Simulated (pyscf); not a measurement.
`[BH2][CH3]` + `[CH2]=[CH2]` → `[CH3][BH][CH2][CH3]`, gas phase, singlet surface. Optimised with ωB97X-D3(BJ)/def2-SVP in PySCF. MP2 and CC: frozen core, UHF for open shells. ΔMP2 is the change of the MP2 total energy from the triple- to the quadruple-zeta basis. ΔG in kcal/mol from CCSD(T)/def2-TZVPP + ΔMP2(QZVPP) energies (ideal gas, 1 atm, RRHO with modes under 100 cm⁻¹ raised to 100, one conformer, R ln 2 for chiral ones without a mode under 150 cm⁻¹).

```json
[
 {"T (K)": "298", "ΔG": "-21.5"},
 {"T (K)": "600", "ΔG": "-11.0"},
 {"T (K)": "900", "ΔG": "?"},
 {"T (K)": "1200", "ΔG": "+9.2"}
]
```

Problem. Fit a line to the three values, predict ΔG at 900 K, and estimate where the reaction turns unfavourable at 1 atm of each gas.

Solution. Least squares gives ΔG = -31.5 + 34.0 × T/1000 K, so ΔS is about -142 J/(mol K) and ΔH about -31.5 kcal/mol over this range (ΔH at 298 K: -32.1). At 900 K the line gives -0.9; the computed value is -0.7. ΔG = 0 falls near 930 K; 1 kcal/mol in the energy moves that by 29 K. This is thermodynamics alone and says nothing of the barrier. The CCSD(T) − MP2 part came from Ansatz, without density fitting, on the same reference.
